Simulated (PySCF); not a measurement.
## Choosing a basis for TDDFT

Compound: 1,3-butanediamine, C4H12N2.
SMILES: `C[C@H](N)CCN`

TDDFT with PBE0 (PySCF), vertical singlets, core orbitals frozen in the response, spherical d and f functions. One conformer (not necessarily the lowest) at the PBE0-D3(BJ)/def2-SVP geometry, without solvent, vibrations or thermal averaging.

| basis | functions | diffuse | S1 (eV) | S2 (eV) | S3 (eV) | S4 (eV) | S5 (eV) | LUMO (eV) | α (au) |
| --- | --- | --- | --- | --- | --- | --- | --- | --- | --- |
| 6-31G* | 108 | no | 7.49 | 7.49 | 8.11 | 8.32 | 8.74 | 2.56 | 57.4 |
| 6-31+G* | 132 | yes | 5.82 | 5.96 | 6.49 | 6.54 | 6.66 | 0.33 | 65.8 |
| def2-SVP | 144 | no | 6.86 | 6.91 | 7.47 | 7.61 | 7.97 | 1.76 | 59.5 |
| def2-SVPD | 216 | yes | 6.33 | 6.39 | 6.94 | 7.03 | 7.26 | 0.74 | 70.0 |
| aug-cc-pVDZ | 246 | yes | 5.61 | 5.72 | 6.20 | 6.21 | 6.35 | -0.11 | 72.4 |
| def2-TZVP | 258 | no | 6.47 | 6.56 | 7.14 | 7.24 | 7.57 | 1.09 | 67.3 |

Compare the sets with the largest diffuse one.

States are compared by their number. Against the largest diffuse basis here (aug-cc-pVDZ, itself not a converged limit), sets without diffuse functions differ by up to 1.87 eV in S1 and 2.38 eV in S5; the smaller diffuse sets differ by up to 0.71 and 0.90 eV. State by state, the largest deviation of a set without diffuse functions is S1 1.87, S2 1.77, S3 1.92, S4 2.11, S5 2.38 eV. The same number needn't mean the same state in each row. Against aug-cc-pVDZ the polarisability deviates by -21% in 6-31G*, -9% in 6-31+G*, -18% in def2-SVP, -3% in def2-SVPD, -7% in def2-TZVP. A single + in a Pople set puts diffuse functions on heavy atoms only.
